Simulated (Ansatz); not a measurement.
# F2H2Si: the cost of one run

Method: RKS B3LYP-D4/6-31G*, in Ansatz 0.2.0.

## (1) The system as given

Bond lengths: Si1–F2 1.590 Å, Si1–H3 1.460 Å, Si1–H4 1.459 Å, Si1–F5 1.589 Å. Angles: F2–Si1–H3 109.5°, F2–Si1–H4 109.5°, F2–Si1–F5 109.5°, H3–Si1–H4 109.5°, H3–Si1–F5 109.5°, H4–Si1–F5 109.5°.

Coordinates:

```xyz
5

Si    0.0000    0.0000    0.0000
F     0.0000    0.0000    1.5900
H     1.3768    0.0000   -0.4862
H    -0.6877    1.1914   -0.4862
F    -0.7489   -1.2974   -0.5295
```

## (2) Preparing the start

input.yaml

```yaml
crystal:
  periodic: [false, false, false]
  atoms:
    - { symbol: Si, position_ang: [0.0, 0.0, 0.0] }
    - { symbol: F, position_ang: [0.0, 0.0, 1.59] }
    - { symbol: H, position_ang: [1.3768, 0.0, -0.4862] }
    - { symbol: H, position_ang: [-0.6877, 1.1914, -0.4862] }
    - { symbol: F, position_ang: [-0.7489, -1.2974, -0.5295] }
basis:
  gaussian: { orbitals: "6-31G*" }
hamiltonian:
  xc: b3lyp
  dispersion: d4
relax:
  f_tol: 0.02
  max_steps: 40
output:
  orbitals: {}
```

Run with:

```bash
> ansatz run input.yaml --threads 1 --pin off --max-ram 2048MiB --backend cpu --events-out ev --progress --plain --runs-dir out
```

What time and memory should one allow on 1 thread of AMD EPYC 7B13 (Zen 3), shared host?

About 8 s, with a peak of 0.12 GiB.
